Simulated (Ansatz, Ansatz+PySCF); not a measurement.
```xyz
3

N     0.0000    0.4274   -0.3864
H     0.0000    1.3024    0.2308
O     0.0000   -0.5368    0.3092
```

RHF-MP2 on singlet HNO was run in several spherical basis sets with Ansatz (development build ahead of 0.2.0). Frozen core: 2 orbitals.

Rank the basis sets by the total energy that they give, lowest first, with the distance from the lowest.
A. 6-31G(d)
B. def2-SVP
C. def2-TZVP

C (0.00 eV), A (4.25 eV), B (6.65 eV).

Totals follow the description of the cores as much as that of the bonds, so this order isn't one of quality for chemistry.
